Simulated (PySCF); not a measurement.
Isomers of C2H5NS, mass 75.014 u with the commonest isotopes. Computed with PySCF, PBE0-D3(BJ)/def2-SVP geometry optimisation, gas phase. One conformer each, none proved a minimum here; rigid rotors.

Question: Order these by rotational constant B, smallest first.
A. `[H]/[N:1]=[CH:2]/[CH2:3][SH:4]` with N1–C2–C3–S4 115°, C2–C3–S4–H -63°
B. `[H]/[N:4]=[CH:3]\[S:2][CH3:1]` with C1–S2–C3–N4 0°
C. thioacetamide (`CC(N)=S`)

Answer: A (2923 MHz), B (4841 MHz), C (5029 MHz).

Question: Order these by rotational constant A, smallest first.
A. `[H]/[N:1]=[CH:2]/[CH2:3][SH:4]` with N1–C2–C3–S4 115°, C2–C3–S4–H -63°
B. thioacetamide, `CC(N)=S`
C. `[H]/[N:4]=[CH:3]\[S:2][CH3:1]` with C1–S2–C3–N4 0°

Answer: B (9641 MHz), C (10890 MHz), A (20323 MHz).

Question: Order these by dipole moment, smallest first.
A. `[H]/[N:1]=[CH:2]/[CH2:3][SH:4]` with N1–C2–C3–S4 115°, C2–C3–S4–H -63°
B. `[H]/[N:4]=[CH:3]\[S:2][CH3:1]` with C1–S2–C3–N4 0°
C. thioacetamide, `CC(N)=S`

Answer: A (1.28 D), B (2.30 D), C (4.49 D).

```csv
SMILES,point group,Ia (u·Å²),Ib (u·Å²),Ic (u·Å²),κ,μa (D),μb (D),μc (D)
[H]/N=C\SC,Cs,46.41,104.40,147.53,-0.62,2.03,1.09,0.00
[H]/N=C/CS,C1,24.87,172.92,181.03,-0.99,0.63,0.04,1.11
CC(N)=S,Cs,52.42,100.49,149.77,-0.47,4.32,1.21,0.00
```
